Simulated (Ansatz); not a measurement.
A nudged elastic band was laid between two geometries of H$_{2}$OSi$_{2}$ (5 atoms, charge 0, multiplicity 1).

Level of theory: Ansatz, RKS PBE0-D4/def2-SVP.

- movable images: 7
- climbing image: yes
- spring: 5.0 eV/Å²
- optimiser: quadratic models (default)
- start path: through a guess of the saddle point
- force threshold: 0.03 eV/Å
- iteration limit: 60
- end points: relaxed

First end point:

```xyz
5
Properties=species:S:1:pos:R:3
O -1.317 -0.570 -0.540
Si -0.130 -0.043 0.480
Si 1.680 0.576 1.361
H -1.713 0.084 -1.129
H 1.481 -0.047 -0.174
```

Last end point:

```xyz
5
Properties=species:S:1:pos:R:3
O -1.354 0.154 -0.706
Si -0.144 0.240 0.415
Si 1.696 0.229 1.441
H -1.672 -0.726 -0.942
H 1.475 0.102 -0.208
```

Task: Which bonds break or form, and what moves?

Result: No bond is made or broken.  The two ends are copies of one structure, up to a mirror image or an exchange of like atoms.

Task: Give the energies along the band, and the barrier.

Result: The run converged. The highest image is number 6 of 0 to 8, 11.1 kcal/mol above the ends, which have the same energy within 2 meV. The profile has 3 maxima (images 1, 3, 6) with wells between them (images 2, 4): this band takes more than one step, which may be the mechanism or a detour left from its start path. A vibrational analysis at the climbing image gives one clearly imaginary mode, 103i cm⁻¹: a first-order saddle point.

```json
{"image": "0", "path coordinate (Å)": "0.00", "energy (kcal/mol)": "0.0"}
{"image": "1", "path coordinate (Å)": "0.79", "energy (kcal/mol)": "2.9"}
{"image": "2", "path coordinate (Å)": "1.57", "energy (kcal/mol)": "0.0"}
{"image": "3", "path coordinate (Å)": "2.36", "energy (kcal/mol)": "2.5"}
{"image": "4", "path coordinate (Å)": "3.15", "energy (kcal/mol)": "0.1"}
{"image": "5", "path coordinate (Å)": "3.94", "energy (kcal/mol)": "5.8"}
{"image": "6", "path coordinate (Å)": "4.73", "energy (kcal/mol)": "11.1"}
{"image": "7", "path coordinate (Å)": "5.72", "energy (kcal/mol)": "3.3"}
{"image": "8", "path coordinate (Å)": "6.72", "energy (kcal/mol)": "0.0"}
```

Task: What is the geometry of the highest image?

Result: 
```xyz
5
Properties=species:S:1:pos:R:3:forces:R:3
O -1.012 -0.519 -0.531 0.00 0.02 0.01
Si -0.598 0.696 0.573 0.02 -0.03 -0.01
Si 1.500 -0.393 1.048 -0.02 0.01 0.01
H -1.834 -0.345 -1.005 0.00 0.00 0.00
H 1.944 0.561 -0.085 0.00 0.01 -0.01
```

The band took 42 iterations and about 6 core-minutes.

Time of the run: 6.3 min on 1 CPU thread of a shared host.
